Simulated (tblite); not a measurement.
Give a GFN2-xTB geometry of `C=[C][C@H]1C=C1C` [radical]. (Doublet state.)

```
atom  x, y, z in Å
C1     2.2260   -0.9728   -0.2657
C2     1.6734    0.1951   -0.3534
C3     0.5350    0.9922   -0.0501
C4    -0.4452    1.3884   -1.1393
C5    -0.8869    0.4792   -0.3260
C6    -1.8677   -0.5031    0.1358
H7     1.7800   -1.8228    0.2582
H8     3.1945   -1.1831   -0.6987
H9     0.6907    1.6943    0.7696
H10   -0.5657    2.0137   -1.9896
H11   -2.7641   -0.4744   -0.4831
H12   -1.4339   -1.5024    0.0903
H13   -2.1403   -0.3037    1.1730
```

Any rigid rotation of these coordinates is as good. Atoms count from 1 in this order. C5 (carbon bonded to 3 C) has angles 153.7°, 142.0° and 64.1°, sum 359.8°, 0.03 Å off the plane of its three neighbours. C2 (carbon bonded to 2 C) is bent (angle 146.4°). C1 (carbon bonded to C and 2 H) is planar (angles 124.0°, 122.0° and 114.0°, sum 360.0°, 0.01 Å off the plane of its three neighbours). The C–C distances run from 1.295 Å (C1=C2, drawn double) to 1.537 Å (C3–C5, drawn single), a spread of 0.242 Å.

Bonds between heavy atoms (Å): C1=C2 1.295, C2–C3 1.422, C3–C4 1.518, C4=C5 1.297, C5–C6 1.463, C3–C5 1.537.

Computed geometry: GFN2-xTB, gas phase. This method treats the open shell by occupation alone, without spin polarisation.

Point group: C1 (no symmetry element, even within 0.4 Å). Its GFN2-xTB frequencies are all real (lowest 83 cm⁻¹). Torsions: C1–C2–C3–C4 -106°.

One conformer stands for the species.
